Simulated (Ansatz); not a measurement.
# CH4Si (SMILES C[SiH]): levels of theory compared

We compute a comparison of 6 runs (UHF/STO-3G, BLYP/STO-3G, CAM-B3LYP/STO-3G, PBE0/STO-3G, CCSDTQ/STO-3G, CCSD(T)/STO-3G) of CH4Si. 

The results are computed with Ansatz 0.2.0.

47 further runs of the same task are left out: 47 set aside as unsound or not needed.

### 1 Starting point

The species is CH4Si (6 atoms), meant as a singlet with charge 0. As SMILES, `C[SiH]`. The H5–C1 distance was set to 1.372 Å, away from the relaxed value.

Bond lengths: C1–Si2 1.892 Å, C1–H3 1.098 Å, C1–H4 1.091 Å, Si2–H6 1.531 Å. Angles: C1–Si2–H6 94.2°, Si2–C1–H3 109.7°, Si2–C1–H4 113.8°, H3–C1–H4 109.0°. A long bond or contact: C1–H5 1.372 Å.

### 2 The energy at UHF/STO-3G (run 1)

in.yaml reads:

```yaml
crystal:
  periodic: [false, false, false]
  atoms:
    - {symbol: C, position_ang: [-0.110873, -0.552978, -0.170199]}
    - {symbol: Si, position_ang: [0.899927, 0.022822, 1.322401]}
    - {symbol: H, position_ang: [-1.174273, -0.597078, 0.097901]}
    - {symbol: H, position_ang: [0.197627, -1.522578, -0.562899]}
    - {symbol: H, position_ang: [-0.024000, 0.382000, -1.170800]}
    - {symbol: H, position_ang: [0.124827, 1.333022, 1.484101]}
basis:
  gaussian: {orbitals: STO-3G}
magnetization: {spin_polarized: true}
accuracy: high
hamiltonian: {xc: hf}
```

Started as:

```sh
$ ansatz run in.yaml --threads 1 --pin off --max-ram 2610MiB --events-out events.jsonl --progress --plain --runs-dir runs
```

The log of the run:

```text
Warning: RAYON_NUM_THREADS=1 ignored (pool sized by the plan → 1); use --threads N
Functional definition: HF
  name "HF"
  exchange = exact_x
  correlation = 0
311 factors; integrals over basis functions are off by at most 1.5e-8 eV
mean field evaluation 1: about -8849.2338 eV, gradient 5.8e0 eV
mean field evaluation 2: about -8849.2830 eV, gradient 5.7e0 eV
mean field evaluation 4: about -8849.6375 eV, gradient 2.2e-1 eV
mean field evaluation 8: about -8849.6377 eV, gradient 1.9e-5 eV
mean field evaluation 16: about -8849.6419 eV, gradient 1.0e-2 eV
mean field evaluation 32: about -8848.0908 eV, gradient 5.4e0 eV
mean field evaluation 64: about -8849.6377 eV, gradient 5.8e-7 eV
mean field -8849.64200124 eV, -325.2183450428 hartree, gradient 2.9e-8 eV, S^2 0.082479; 2 other end points of the search recorded, 0 dependent functions left out
reference -8849.64200124 eV, -325.2183450428 hartree; 12, 12 occupied and 6, 6 virtual orbitals, 311 factors
Total energy: -8849.64200124 eV, -325.2183450428 hartree
```

Wall time 0.18 s (1 thread of Arm Neoverse V2, shared host).

### 3 The energy at BLYP/STO-3G (run 2)

run.yaml reads:

```yaml
crystal:
  periodic: [false, false, false]
  atoms:
    - {symbol: C, position_ang: [-0.110873, -0.552978, -0.170199]}
    - {symbol: Si, position_ang: [0.899927, 0.022822, 1.322401]}
    - {symbol: H, position_ang: [-1.174273, -0.597078, 0.097901]}
    - {symbol: H, position_ang: [0.197627, -1.522578, -0.562899]}
    - {symbol: H, position_ang: [-0.024000, 0.382000, -1.170800]}
    - {symbol: H, position_ang: [0.124827, 1.333022, 1.484101]}
basis:
  gaussian:
    orbitals: STO-3G
hamiltonian:
  xc: {name: BLYP}
accuracy: high
```

Started as:

```sh
$ ansatz run run.yaml --threads 1 --pin off --max-ram 2610MiB --events-out events.jsonl --progress --plain --runs-dir runs
```

The log of the run:

```text
Warning: RAYON_NUM_THREADS=1 ignored (pool sized by the plan → 1); use --threads N
Functional definition: BLYP
  name "BLYP"
  parameter beta = 0.0042
  parameter a = 0.04918
  parameter b = 0.132
  parameter c = 0.2533
  parameter d = 0.349
  exchange = b88_x(beta = beta)
  correlation = lyp_c(a = a, b = b, c = c, d = d)
311 factors; integrals over basis functions are off by at most 1.5e-8 eV
mean field evaluation 1: about -8870.0672 eV, gradient 1.4e1 eV
mean field evaluation 2: about -8869.8489 eV, gradient 1.6e1 eV
mean field evaluation 4: about -8870.7323 eV, gradient 6.5e-1 eV
mean field evaluation 8: about -8870.6603 eV, gradient 1.1e-2 eV
mean field evaluation 16: about -8870.6603 eV, gradient 4.1e-8 eV
mean field -8870.66032429 eV, -325.9907541680 hartree, gradient 4.0e-8 eV, S^2 0.000000; 0 other end points of the search recorded, 0 dependent functions left out
reference -8870.66036269 eV, -325.9907555792 hartree; 12, 12 occupied and 6, 6 virtual orbitals, 311 factors
Total energy: -8870.66036269 eV, -325.9907555792 hartree
```

Wall time 0.86 s (1 thread of Arm Neoverse V2, shared host).

Runs 3 to 5 aren't shown in full; the table further down has their settings and results.

### 4 The energy at CCSD(T)/STO-3G (run 6)

Edit run.yaml of step 3 so:

```diff
@@ -10,6 +10,6 @@
 basis:
-  gaussian:
-    orbitals: STO-3G
-hamiltonian:
-  xc: {name: BLYP}
+  gaussian: {orbitals: STO-3G}
+correlation: {method: ccsd_t, frozen_orbitals: {C: 1, H: 0, Si: 5}}
 accuracy: high
+magnetization: {spin_polarized: false, initial_magnetization: 0}
+scf: {omitted_lower_state_checks: [cluster_reference, increment]}
```

Started as:

```sh
$ ansatz run run.yaml --threads 1 --pin off --max-ram 2610MiB --events-out events.jsonl --progress --plain --runs-dir runs
```

The log of the run:

```text
Warning: RAYON_NUM_THREADS=1 ignored (pool sized by the plan → 1); use --threads N
[... 11 lines left out ...]
6 core orbitals not correlated: weight in the atoms' cores, before any rotation towards them, 1.000 or more for the frozen orbitals, at most 0.000 for the correlated occupied ones
[... 25 lines left out ...]
Total energy: -8853.24730931 eV, -325.3508376705 hartree
Checks for a lower state left out: cluster_reference, increment
```

Wall time 0.12 s (1 thread of Arm Neoverse V2, shared host).

### 5 The series

```csv
run,level,frozen core orbitals,energy (Eh),wall time
1,UHF/STO-3G,–,-325.218345,0.18 s
2,BLYP/STO-3G,–,-325.990756,0.86 s
3,CAM-B3LYP/STO-3G,–,-326.003349,1 s
4,PBE0/STO-3G,–,-325.884935,0.86 s
5,CCSDTQ/STO-3G,6,-325.351267,2.8 s
6,CCSD(T)/STO-3G,6,-325.350838,0.12 s
```

### 6 Summary of results

| quantity | value |
| --- | --- |
| run 6: total energy | -325.35084 Eh |
| run 6: correlation energy (6 core orbitals frozen) | -132.7 mEh |
| run 6: (T) correction | -0.78 mEh |
| run 6: T1 diagnostic | 0.007 |

What this shows: Below the UHF energy at the same shape and in the same basis (STO-3G): CCSDTQ -132.9 mEh; CCSD(T) -132.5 mEh. Some of these start from another determinant than that one, so these aren't their correlation energies. Totals of different functionals can't be ranked against each other. In runs 5, 6 the log says that unrestricted orbitals would lower the reference, so the values rest on an unstable closed-shell determinant (other closed-shell runs at this shape may share the fault). In runs 1, 2, 3, 4, 5, 6 the basis is minimal, so the values are rough. All runs together took 5.8 s, the longest 2.8 s.
